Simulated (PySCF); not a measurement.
# Computed and reference excited states of `Cl[C]Cl` [singlet]

Published values to compare with (the computed states carry no symmetry labels, so the two lists aren't matched line by line):

```csv
state,E (eV),f,kind of transition,source
3B1(σ→π*),1.22,,vertical absorption,[1]
1B1(σ→π*),2.59,0.002,vertical absorption,[1]
3A2(n.d.),4.31,,vertical absorption,[1]
1A2(n.d.),4.40,,vertical absorption,[1]
```

[1] computed, theoretical best estimate (aug-cc-pVTZ, frozen core, CC3 geometry), gas; Veril, Scemama, Caffarel, Lipparini, Boggio-Pasqua, Jacquemin, Loos, WIREs Comput. Mol. Sci. 2021, 11, e1517 (QUESTDB)

CCl2 (singlet state).
Numbering: `[Cl:1][C:2][Cl:3]`

Structure used (GFN2-xTB), in Å, numbered top down from 1:
```
atom  x, y, z in Å
Cl1   -1.389   -0.315   -0.003
C2     0.001    0.615   -0.011
Cl3    1.399   -0.303    0.001
```

The calculation used TDDFT B3LYP/def2-SVPD, vertical, gas phase, core orbitals frozen in the response (PySCF 2.14.0, density-fitted response routines).

Computed singlets: 2.16 eV (f 0.002); 4.51 eV (f 0.000); 5.47 eV (f 0.016); 5.88 eV (f 0.060); 6.80 eV (f 0.002); 6.89 eV (f 0.011); 7.00 eV (f 0.160); 7.74 eV (f 0.162). Computed triplets (Tamm–Dancoff): 0.81, 4.28, 4.68 eV.

How does the lowest computed singlet compare with the best estimate listed for the lowest singlet (vertical absorption)?

2.16 eV against 2.59 eV for 1B1(σ→π*) [1]: a difference of -0.43 eV. Geometry and basis of the two calculations needn't be the same.

How does the lowest computed triplet compare with the best estimate listed for the lowest triplet (vertical absorption)?

0.81 eV against 1.22 eV for 3B1(σ→π*) [1]: a difference of -0.41 eV. Geometry and basis of the two calculations needn't be the same.

n.d. means that the source names no orbital transition; it classes the state at 4.31 eV as valence and the state at 4.40 eV as valence.
